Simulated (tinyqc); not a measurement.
Inside a calculation. Method: Born-Oppenheimer dynamics on the RHF/sto-3g surface (energies and gradients from PySCF), for H2O, spin multiplicity 1. Computed by tinyqc, a small Python program that keeps every step (integrals from PySCF). Settings: charge = 0, multiplicity = 1, basis = sto-3g, time step (fs) = 2.0, steps = 24. Command: `OMP_NUM_THREADS=1 python tinyqc.py 21090 21091 out.jsonl` (the two numbers bound the seeds that draw the settings). One thread of a shared host (Intel(R) Xeon(R) Processor @ 2.60GHz), about 2 s of CPU time with the checks.

## Velocity Verlet step 1

positions (bohr), order 1O, 2H, 3H:
$$\begin{pmatrix}
-0.020787 & 0.022677 & -0.071810 \\
-0.011338 & 1.468317 & 1.377610 \\
-0.011338 & -1.468317 & 1.249109
\end{pmatrix}$$

velocities (bohr per atomic time unit), order 1O, 2H, 3H:
$$\begin{pmatrix}
-0.000005596 & 0.000013877 & -0.000078956 \\
0.000044404 & 0.000038877 & 0.000963044 \\
0.000044404 & -0.000259123 & 0.000290044
\end{pmatrix}$$

gradient (hartree/bohr), order 1O, 2H, 3H:
$$\begin{pmatrix}
-0.00078777 & -0.01437669 & -0.11619922 \\
0.00044623 & 0.05056030 & 0.06767608 \\
0.00034155 & -0.03618360 & 0.04852313
\end{pmatrix}$$

masses (electron masses): 1O 29156.946388, 2H 1837.152588, 3H 1837.152588

gradient after step 1 (hartree/bohr), order 1O, 2H, 3H:
$$\begin{pmatrix}
-0.00060675 & -0.01083682 & -0.06365432 \\
0.00036251 & 0.01467695 & 0.03852519 \\
0.00024424 & -0.00384013 & 0.02512914
\end{pmatrix}$$

dt = 2 fs = 82.6827 atomic units; x' = x + v dt - g dt^2 / (2m); after the new gradient g', v' = v - (g + g') dt / (2m).

positions after step 1 (bohr), order 1O, 2H, 3H:
$$\begin{pmatrix}
-0.021157 & 0.025510 & -0.064715 \\
-0.008497 & 1.377459 & 1.331319 \\
-0.008302 & -1.422419 & 1.182808
\end{pmatrix}$$

velocities after step 1 (bohr per atomic time unit), order 1O, 2H, 3H:
$$\begin{pmatrix}
-0.000003618 & 0.000049627 & 0.000176057 \\
0.000026205 & -0.001429154 & -0.001426799 \\
0.000031222 & 0.000641530 & -0.001367350
\end{pmatrix}$$

## Velocity Verlet step 2

gradient after step 2 (hartree/bohr), order 1O, 2H, 3H:
$$\begin{pmatrix}
0.00178494 & 0.04481848 & 0.13968588 \\
-0.00118256 & -0.12113912 & -0.09896510 \\
-0.00060238 & 0.07632064 & -0.04072079
\end{pmatrix}$$

As before.

positions after step 2 (bohr), order 1O, 2H, 3H:
$$\begin{pmatrix}
-0.021385 & 0.030883 & -0.042696 \\
-0.007005 & 1.231985 & 1.141667 \\
-0.006175 & -1.362230 & 1.022996
\end{pmatrix}$$

velocities after step 2 (bohr per atomic time unit), order 1O, 2H, 3H:
$$\begin{pmatrix}
-0.000005289 & 0.000001445 & 0.000068252 \\
0.000044659 & 0.000966560 & -0.000066722 \\
0.000039281 & -0.000989496 & -0.001016492
\end{pmatrix}$$

## Energy conservation

The total energy should stay constant up to terms of order dt^2; the step counts as short enough if it moves by less than 2 % of the largest kinetic energy.

Trajectory:
```
time (fs)  1O-2H (angstrom)  potential (hartree)  kinetic (hartree)  total (hartree)
0.000000           1.083300         -74.95257950         0.00109005     -74.95148945
2.000000           1.028408         -74.96221482         0.00633113     -74.95588369
4.000000           0.892659         -74.94786661         0.00278236     -74.94508424
6.000000           1.080908         -74.95535194         0.00802815     -74.94732379
8.000000           1.087406         -74.94975272         0.00427781     -74.94547491
10.000000          0.904967         -74.95440656         0.00397678     -74.95042979
12.000000          0.988453         -74.96167801         0.00658870     -74.95508931
14.000000          1.067895         -74.95155002         0.00275911     -74.94879091
16.000000          0.999348         -74.95953008         0.00677438     -74.95275569
18.000000          0.920973         -74.94544216         0.00173604     -74.94370612
20.000000          1.049271         -74.95807130         0.00837365     -74.94969765
22.000000          1.054696         -74.95114383         0.00385112     -74.94729271
24.000000          0.929217         -74.95661489         0.00383496     -74.95277993
26.000000          0.969393         -74.96100319         0.00581061     -74.95519258
28.000000          1.052052         -74.95124584         0.00351437     -74.94773148
30.000000          1.014960         -74.95919144         0.00791982     -74.95127162
32.000000          0.931170         -74.94158844         0.00046600     -74.94112244
34.000000          1.017601         -74.95614143         0.00908359     -74.94705784
36.000000          1.051070         -74.94894016         0.00469056     -74.94424960
38.000000          0.964266         -74.95738313         0.00509152     -74.95229161
40.000000          0.926399         -74.95821270         0.00468574     -74.95352696
42.000000          1.069220         -74.95124976         0.00387078     -74.94737898
44.000000          1.058366         -74.95899423         0.00847051     -74.95052372
46.000000          0.909784         -74.94295380         0.00078907     -74.94216472
48.000000          1.015292         -74.95869682         0.00762183     -74.95107499
```

The total energy moves within 1.5e-02 hartree; that is over 2 % of the largest kinetic energy, so the time step is too long.
